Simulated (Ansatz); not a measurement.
Results of PBE (plane waves, PAW; Ansatz, an electronic-structure program) for α-N2.

Settings: plane-wave cutoff 500 eV, 6×6×6 k mesh, gaussian smearing 0.02 eV, scalar-relativistic PAW data made under PBE.

Computed at the level's own relaxed cell.

Task: Estimate the equilibrium volume per atom, equilibrium lattice constant a and band gap that the calculation returns.

Result: 
- equilibrium volume per atom: 29.63 Å³/atom
- equilibrium lattice constant a: 6.189 Å
- band gap: 7.71 eV (on the SCF k mesh)

Measured, for comparison: equilibrium volume per atom 22.47 Å³/atom (4 K, zero-point motion not removed; as tabulated in Wyckoff, Crystal Structures 1 (1963), as in the American Mineralogist Crystal …); lattice constant a 5.644 Å (4 K, zero-point motion not removed, our sources range from 5.644 to 5.667; as tabulated in Wyckoff, Crystal Structures 1 (1963), as in the American Mineralogist Crystal …). Computed (rounded) less measured: equilibrium volume per atom +31.9 %, lattice constant a +9.7 % (+9.2 % to +9.7 % over the range).

Note: the cell comes from a level without a dispersion term, which matters for the spacing of layers, chains or molecules.
